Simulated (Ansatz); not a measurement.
BNH2F (SMILES N[B]F): methods side by side

BNH2F has 5 atoms, charge 0, and is taken as a doublet. As SMILES, `N[B]F`. The shape is that of a PBE0-D4/def2-TZVP optimisation. This is one conformer, not always the lowest.

Quantity: the vertical energy of the quartet above the doublet, in eV. The values are calculated.

| level | kind | program | value (eV) | less FCI/STO-3G | CPU time (all runs) |
| --- | --- | --- | --- | --- | --- |
| UBLYP/STO-3G | GGA | Ansatz | 7.83 | -0.19 | 2.6 s |
| UPBE/STO-3G | GGA | Ansatz | 7.77 | -0.25 | 2.8 s |
| U-r2SCAN/STO-3G | meta-GGA | Ansatz | 7.71 | -0.31 | 6.6 s |
| U-wB97M-V/STO-3G | range-separated hybrid | Ansatz | 8.39 | +0.37 | 36 s |
| UCAM-B3LYP/STO-3G | range-separated hybrid | Ansatz | 8.05 | +0.03 | 3.3 s |
| UCCSD(T)/STO-3G | coupled cluster or CI | Ansatz | 8.02 | 0.00 | 0.42 s |
| UCCSD/STO-3G | coupled cluster or CI | Ansatz | 7.96 | -0.06 | 0.38 s |
| UCCSDT/STO-3G | coupled cluster or CI | Ansatz | 8.02 | 0.00 | 1.9 s |
| FCI/STO-3G | exact in the basis | Ansatz | 8.02 | 0.00 | 84 s |

FCI/STO-3G is exact within its basis and frozen core, so for wave-function methods in that basis the difference is their error; functionals converge differently with the basis, so for them it is only a difference. The values span 7.71 to 8.39 eV. All rows use very small basis sets, so even the best lies far from the true value. CPU times are rough (shared hosts, several kinds of processor): they show what a rung costs within a factor of a few.
